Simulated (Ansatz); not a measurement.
Ansatz (a quantum-chemistry and plane-wave program) input (B3LYP/6-31G*):

Ansatz 0.2 input:
```yaml
crystal:
  periodic: [false, false, false]
  atoms:
    - {symbol: F, position_ang: [0.03941222, 1.10502219, -0.28121355]}
    - {symbol: O, position_ang: [-0.01974304, 0.00820381, 0.60094126]}
    - {symbol: F, position_ang: [-0.02186286, -1.11231446, -0.25295647]}
basis:
  gaussian:
    orbitals: 6-31G*
hamiltonian:
  xc: {name: B3LYP}
phonons: {temperatures: {t_min: 298.15, t_max: 298.15, t_step: 100}}
```

Task: Which harmonic wavenumbers does it give?

Result: 473, 912, 1025 cm⁻¹ (unscaled; negative means imaginary).
